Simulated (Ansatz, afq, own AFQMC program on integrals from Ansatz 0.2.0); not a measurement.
AFQMC on a folder of integrals that Ansatz 0.2.0 wrote.

```yaml
crystal:
  periodic: [false, false, false]
  atoms:
    - {symbol: Te, position_ang: [0.000000, 0.000000, 0.000000]}
basis:
  gaussian: {orbitals: def2-SVP}
magnetization: {spin_polarized: true, initial_magnetization: 4}
correlation: {method: ccsd_t, electrons: outside_noble_gas, hamiltonian_folder: ham}
```

```sh
$ ansatz run in.yaml --threads 1 --pin off --events-out ev --progress --plain --max-ram 24576MiB --backend cuda --devices 0, --max-vram 18GiB
```

afq runs on the folder ham with

```
--method free --trial cisd --walkers 50 --time-step 0.05 --max-blocks 120 --target-error 0.00058 --factor-cut 0.0001 --seed 8091 --times 0.0,0.4,0.8,1.6,2.4 --taylor-order 8
```

Times are imaginary, in 1/Eh. The walk had a cap of 60 s. Filled inner d shells are frozen with the cores. Core potentials past Kr, no spin–orbit coupling.

Output of the walk:

```
orbitals 17  electrons 5 1  factors 97 of 146
reference energy -266.64536127 Eh
CCSD correlation -0.07852532 Eh in 8 cycles, weight of the determinant in the CISD state 0.9382
repeat  energy at the last time / Eh  error
    10  -266.725396  0.000106
    20  -266.725472  0.000066
    30  -266.725388  0.000058
time / (1/Eh)  energy / Eh  error  mean overlap
  0.00  -266.723888  0.000032  1.0661
  0.40  -266.724748  0.000061  1.0672
  0.80  -266.725104  0.000077  1.0735
  1.60  -266.725318  0.000077  1.0783
  2.40  -266.725389  0.000056  1.0851
energy -266.725389 +/- 0.000056 Eh
```

The run passed its tests (error under three times the target), which doesn't prove that it has relaxed.

Against this walk (error 1.5 meV) on the same determinant: CCSD(T) 11.0 meV higher, CCSDT(Q) 0.3 meV lower (within the noise), CCSDTQ 1.5 meV lower (within the noise), full CI 1.6 meV lower (within the noise). The error is statistical, and a free projection of finite length keeps a remainder of its start. The last points still move (meV from the last: 40.8 ± 0.9 at 0.00, 17.4 ± 1.7 at 0.40, 7.7 ± 2.1 at 0.80, 1.9 ± 2.1 at 1.60, 0.0 ± 1.5 at 2.40), but the last one has reached full CI within the noise or passed it, so little can be left to fall.

Cautions: remainder of the start not in the error; no spin-orbit coupling; inner d shell frozen; another spin lies lower (by 9.42 eV); in this basis the state lies above a state of the ion, a sign that the basis lacks the diffuse functions it needs, so its energy is an artefact of the basis; CCSDTQ on the ROHF determinant differs (29 meV higher), by its state or its frozen core; the time-step error isn't removed.

The walk took 3.1 s on 1 × NVIDIA H100 80GB HBM3 with 2 threads of AMD EPYC 7R13 Processor (Zen 3) (shared host) (the card was shared). The log's last line is the free-projection energy.

CCSDT and higher add their correlation energy to the determinant of the CCSD(T) run, since their own runs factorise the integrals more tightly (a shift of under 2 meV). A walk keeps the symmetry of its determinant, which the program's search chose and which needn't be the lowest solution, so a lower state of the same spin and another symmetry isn't excluded.
